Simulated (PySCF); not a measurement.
**MF for M along the third period**

r²SCAN with triple-zeta basis sets in PySCF, for the lowest determinant that a PBE0 search found; no spin–orbit coupling. De refers to high-spin ground-configuration atoms. A positive dipole means M(−)F(+).

```
 M         basis  state (unpaired electrons)  Re (Å)  ωe (cm⁻¹)  De (eV)  μ (D)
Na  x2c-TZVPPall      singlet (closed shell)   1.927        538     4.77  -7.88
Mg  x2c-TZVPPall               doublet (σ ↑)   1.765        699     4.73  -3.21
Al    def2-TZVPP      singlet (closed shell)   1.664        787     6.89  -1.27
 P   def2-TZVPPD              triplet (π ↑↑)   1.600        841     4.82  -0.67
 S  x2c-TZVPPall               doublet (π ↑)   1.607        835     3.73  -0.75
Cl  x2c-TZVPPall      singlet (closed shell)   1.637        792     2.67  -0.86
```

The shortest bond is that of PF (1.600 Å), the longest that of NaF (1.927 Å). AlF is bound most strongly (6.89 eV) and ClF least (2.67 eV).

The rows differ in basis set, which adds steps of its own.

The state changes along the series, so neighbouring rows are not always alike in their bonding.

States were picked by a PBE0 search and need not be the measured ground states.
